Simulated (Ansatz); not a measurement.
## Structure optimisation: palladium, fcc

All numbers below come from DFT, LDA (PW92), plane waves (420 eV) with PAW, scalar-relativistic in Ansatz 0.2.0. The PAW files were generated under PBE, with cores re-solved for the functional.

k-point mesh 14×14×14, Fermi-Dirac smearing 0.05 eV, starting moments 0.50 μB. Cell and atoms relax.

Starting structure:

```yaml
crystal:
  lattice:
    - [0.0, 1.9449, 1.9449]
    - [1.9449, 0.0, 1.9449]
    - [1.9449, 1.9449, 0.0]
  atoms:
    - { symbol: Pd, position: [0.0, 0.0, 0.0], spin: 0.5 }
hamiltonian:
  xc: lda
  pseudopotentials:
    kind: paw
    azcp:
      Pd: "pseudopotentials/Pd.paw.azcp"
basis:
  ecutwfc: 420
  fft_grid_basis: typed
kpoints:
  mp_grid: { grid: [14, 14, 14], shift: [0, 0, 0] }
magnetization:
  spin_polarized: true
scf:
  occupations: { method: fermi_dirac, width: 0.05 }
relax:
  max_steps: 60
  f_tol: 0.01
  cell: {}
```

What cell does the relaxation end in?

Fm-3m with a = 3.841 Å; 14.16 Å³ per atom against 14.71 at the start (-3.8 %).

How much energy does the relaxation gain?

13.9 meV per atom.

Which magnetic state does it end in?

non-magnetic.
